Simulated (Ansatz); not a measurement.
**Si2NH6 radical: basis-set convergence**

The task here is to estimate one member of a computed series from the others.

Method: one geometry, several basis sets; program: Ansatz 0.2.0, Gaussian basis.

The runs, in order: PBE0-D4/def2-SVP; ωB97M-V/def2-SVP; PBE0-D4/def2-QZVPP; ωB97M-V/def2-QZVPP; the functionals' def2-TZVPP values are taken from earlier runs.

## The relaxed structure

The geometry comes from an earlier relaxation with PBE0-D4 in a triple-zeta def2 set; it is a stationary point, not always the lowest conformer.

SMILES `[SiH3][N][SiH3]`, 9 atoms, charge 0, spin multiplicity 2.

Atoms are counted from 1 here; the program's logs count them from 0.

Bond lengths: Si1–N2 1.720 Å, Si1–H4 1.490 Å, Si1–H5 1.490 Å, Si1–H6 1.486 Å, N2–Si3 1.720 Å, Si3–H7 1.490 Å, Si3–H8 1.490 Å, Si3–H9 1.486 Å. Angles: N2–Si1–H4 115.3°, N2–Si1–H5 105.5°, N2–Si1–H6 108.5°, H4–Si1–H5 109.0°, H4–Si1–H6 108.9°, H5–Si1–H6 109.5°, Si1–N2–Si3 137.8°, N2–Si3–H7 105.6°, N2–Si3–H8 115.3°, N2–Si3–H9 108.4°, H7–Si3–H8 109.0°, H7–Si3–H9 109.5°, H8–Si3–H9 108.9°.

Set-up of the first run:

in.yaml reads:

```yaml
crystal:
  periodic: [false, false, false]
  atoms:
    - {symbol: Si, position_ang: [-0.774009, 1.094499, -0.884002]}
    - {symbol: N, position_ang: [0.224383, 0.477813, 0.374048]}
    - {symbol: Si, position_ang: [0.765159, -1.055191, 0.937334]}
    - {symbol: H, position_ang: [-1.664376, 0.094297, -1.538170]}
    - {symbol: H, position_ang: [0.163333, 1.647117, -1.901694]}
    - {symbol: H, position_ang: [-1.607908, 2.192703, -0.329486]}
    - {symbol: H, position_ang: [2.187462, -1.161066, 0.507018]}
    - {symbol: H, position_ang: [0.011773, -2.229280, 0.412920]}
    - {symbol: H, position_ang: [0.694184, -1.060881, 2.422033]}
basis:
  gaussian: {orbitals: def2-SVP}
magnetization: {spin_polarized: true, initial_magnetization: 1}
hamiltonian: {xc: pbe0, dispersion: d4}
output: {orbitals: {seedname: orbitals}}
```

Steps of the session up to this table: PBE0-D4 in def2-SVP; ωB97M-V in def2-SVP; PBE0-D4 in def2-QZVPP; ωB97M-V in def2-QZVPP.

One of the session's tables, all rows but one given; the rest of the session is left out.

It belongs to the step «Density functionals: the series». 

```
functional       basis  HOMO (eV)  LUMO (eV)
   PBE0-D4    def2-SVP      -7.49      -3.90
   PBE0-D4  def2-TZVPP      -7.65      -4.05
   PBE0-D4  def2-QZVPP      -7.67      -4.07
   ωB97M-V    def2-SVP      -9.76      -1.83
   ωB97M-V  def2-TZVPP      -9.95      -2.05
   ωB97M-V  def2-QZVPP          ?          ?
```

Estimate the missing values for ωB97M-V, def2-QZVPP.

The run gave: HOMO (eV): -9.97; LUMO (eV): -2.08. In the column «HOMO (eV)» it is the lowest.
